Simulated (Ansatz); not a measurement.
A nudged elastic band was laid between two geometries of C2H6Al (9 atoms, charge 0, multiplicity 2).

The calculation used UKS PBE0-D4/cc-pVDZ (Ansatz 0.2.0).

- movable images: 9
- climbing image: yes
- spring: 5.0 eV/Å²
- optimiser: quadratic models (default)
- start path: through a guess of the saddle point
- force threshold: 0.05 eV/Å
- iteration limit: 60
- end points: relaxed

First end point:

```xyz
9
Properties=species:S:1:pos:R:3
C -1.008 0.890 -1.340
Al 0.230 0.668 0.140
C 0.620 -1.108 0.886
H -1.538 0.061 -1.832
H -1.266 1.860 -1.789
H 0.923 1.978 0.746
H 0.134 -1.928 0.335
H 1.707 -1.301 0.899
H 0.287 -1.166 1.938
```

Last end point:

```xyz
9
Properties=species:S:1:pos:R:3
C -1.342 0.674 -1.607
Al 0.152 -0.075 -0.818
C 0.587 -1.226 0.717
H -0.168 1.946 0.424
H -1.651 1.166 -2.540
H 0.518 1.871 0.763
H 0.447 -2.282 0.430
H 1.629 -1.106 1.048
H -0.083 -1.013 1.565
```

Q: What changes between the two ends?

A: Bonds broken: C1–H4, Al2–H6. Bonds formed: H4–H6. C2H6Al becomes C2H4Al + H2.

Q: Give the energies along the band, and the barrier.

A: The run converged. The highest image is number 8 of 0 to 10, 3.22 eV above the first end and 0.20 eV above the last; the last end lies 3.02 eV above the first. The profile has 2 maxima (images 3, 8) with wells between them (image 5): this band takes more than one step, which may be the mechanism or a detour left from its start path. Neighbouring images differ by up to 2.3 eV, so the band resolves the path poorly. A vibrational analysis at the climbing image gives one clearly imaginary mode, 908i cm⁻¹: a first-order saddle point.

```tsv
image	path coordinate (Å)	energy (eV)	C1–H4 (Å)	Al2–H6 (Å)	H4–H6 (Å)
0	0.00	0.00	1.10	1.60	4.05
1	0.95	0.01	1.10	1.60	4.05
2	1.90	0.08	1.10	1.60	3.97
3	2.85	0.16	1.10	1.60	3.73
4	3.80	0.07	1.10	1.60	3.45
5	4.75	0.00	1.10	1.60	3.31
6	5.70	0.15	1.10	1.60	2.92
7	6.65	0.88	1.12	1.62	2.02
8	7.61	3.22	1.72	1.90	0.91
9	8.15	3.06	2.26	2.26	0.78
10	8.69	3.02	2.67	2.53	0.77
```

Q: What is the geometry of the highest image?

A: 
```xyz
9
Properties=species:S:1:pos:R:3
C -1.056 0.899 -1.496
Al 0.305 0.158 -0.509
C 0.665 -1.262 0.795
H -0.632 1.674 -0.025
H -1.501 1.337 -2.396
H 0.128 1.789 0.457
H 0.480 -2.248 0.339
H 1.705 -1.239 1.155
H -0.006 -1.154 1.663
```

Time of the run: 5.2 min on 2 threads of Intel(R) Xeon(R) Platinum 8488C (Sapphire Rapids), with other jobs on the host, peak memory 0.21 GiB.
